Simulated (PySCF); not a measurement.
C4H6F (charge +1).
Structure used (GFN2-xTB), in Å, numbered top down from 1:
```xyz
11
C4H6F angstrom
C     -2.0101    0.2861   -0.2843
C     -0.6812    0.4876   -0.0863
F     -0.2246    1.7291    0.0429
C      0.2851   -0.5382   -0.0070
C      1.6745   -0.2805    0.1931
H     -2.6878    1.1280   -0.3370
H     -2.4225   -0.7040   -0.3940
H     -0.0744   -1.5568   -0.1088
H      2.3177   -1.1139   -0.0865
H      1.8415   -0.1159    1.2745
H      1.9872    0.6811   -0.2326
```

Method: PySCF 2.14.0, density-fitted response routines, TDDFT B3LYP/def2-SVPD, vertical, gas phase, core orbitals frozen in the response. GFN2-xTB frequencies show an imaginary mode (107i cm⁻¹), so this geometry is no minimum at that level.

Question: Predict the UV-vis stick spectrum at this level.

Answer: 

```json
{"state": "S1", "E (eV)": "4.54", "ν̃ (cm⁻¹)": "36620", "f": "0.318", "main configurations (H = HOMO, L = LUMO)": "H→L (97%)"}
{"state": "S2", "E (eV)": "5.05", "ν̃ (cm⁻¹)": "40730", "f": "0.0010", "main configurations (H = HOMO, L = LUMO)": "H-1→L (96%)"}
{"state": "S3", "E (eV)": "5.54", "ν̃ (cm⁻¹)": "44710", "f": "0.0016", "main configurations (H = HOMO, L = LUMO)": "H-2→L (94%)"}
{"state": "S4", "E (eV)": "6.03", "ν̃ (cm⁻¹)": "48630", "f": "0.0013", "main configurations (H = HOMO, L = LUMO)": "H-4→L (97%)"}
{"state": "S5", "E (eV)": "6.77", "ν̃ (cm⁻¹)": "54570", "f": "0.152", "main configurations (H = HOMO, L = LUMO)": "H-3→L (93%)"}
{"state": "S6", "E (eV)": "6.97", "ν̃ (cm⁻¹)": "56190", "f": "0.0030", "main configurations (H = HOMO, L = LUMO)": "H-5→L (98%)"}
{"state": "S7", "E (eV)": "8.13", "ν̃ (cm⁻¹)": "65600", "f": "0.045", "main configurations (H = HOMO, L = LUMO)": "H-6→L (90%)"}
{"state": "S8", "E (eV)": "8.53", "ν̃ (cm⁻¹)": "68800", "f": "0.0027", "main configurations (H = HOMO, L = LUMO)": "H-7→L (95%)"}
```

Triplets (Tamm–Dancoff): T1 2.14 eV, H→L (98%); T2 4.72 eV, H-1→L (96%); T3 5.22 eV, H-2→L (76%), H-4→L (20%).

The lowest singlet comes at 273 nm (438 kJ/mol) in the ultraviolet; it is strong; its leading configuration is HOMO→LUMO (97%). The lowest level is also the most intense of those listed (f = 0.318). Löwdin shares by element: HOMO carbon 64% or more, fluorine 21%; LUMO carbon 85% (atoms not listed hold the other 15%). Weighted by f, the mean energy of these states is 5.53 eV. Of the 8 states listed, 3 reach f = 0.01 and none stays under 0.0005. The oscillator strengths of these states sum to 0.524; summed over the whole spectrum of an exact calculation they would give the number of electrons, 38 (Thomas–Reiche–Kuhn). No computed singlet lies in the visible range (380 to 750 nm); the lowest, at 273 nm, stands 1.28 eV above its violet end (3.26 eV); a Tamm–Dancoff triplet lies at 579 nm, without intensity as long as spin–orbit coupling is left out. The window holds the lowest 8 singlets.

Time: 16 s of wall time. Hardware: Arm Neoverse V1, one thread, no GPU (shared host).

One conformer stands for the species.
